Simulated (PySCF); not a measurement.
# SiF⁺: energy against distance

Set-up: Si def2-TZVPPD, F def2-TZVPPD; no relativity (PySCF 2.14). Energies in eV from Si⁺ + F in their ground configurations at the same level. State: ¹Σ⁺ (singlet), closed shell.

All columns are LDA. A positive dipole points towards F; it is taken about the centre of mass and depends on that origin.

```csv
R (Å),E (eV),μ (D),Mulliken charge on Si (basis-dependent),HOMO (eV),LUMO (eV),Mayer bond order,⟨S²⟩
1.324,-6.461,-2.25,0.76,-16.35,-10.39,1.41,0.00
1.386,-7.328,-2.55,0.79,-16.46,-10.58,1.39,0.00
1.448,-7.804,-2.87,0.83,-16.56,-10.76,1.36,0.00
1.494,-7.974,-3.11,0.88,-16.64,-10.89,1.33,0.00
1.540,-8.023,-3.37,0.92,-16.70,-11.02,1.30,0.00
1.586,-7.981,-3.62,0.97,-16.76,-11.15,1.27,0.00
1.648,-7.820,-3.97,1.03,-16.81,-11.31,1.24,0.00
1.725,-7.503,-4.41,1.09,-16.83,-11.49,1.21,0.00
1.817,-7.021,-4.92,1.16,-16.78,-11.70,1.17,0.00
1.940,-6.301,-5.58,1.24,-16.22,-11.94,1.15,0.00
```

A fit through these points gives, at Re = 1.540 Å, μ = -3.37 D and dμ/dR = -5.53 D/Å; the reduced mass is 11.31 u.

Question: How strong is the fundamental in the double-harmonic approximation, I = 42.26·(dμ/dR)²/μred km/mol?

Answer: I = 42.26·(-5.53)²/11.31 = 114 km/mol at LDA.

For an ion De counts to the pair picked by the measured ionisation energies or electron affinities, which need not be the lowest pair at this level.
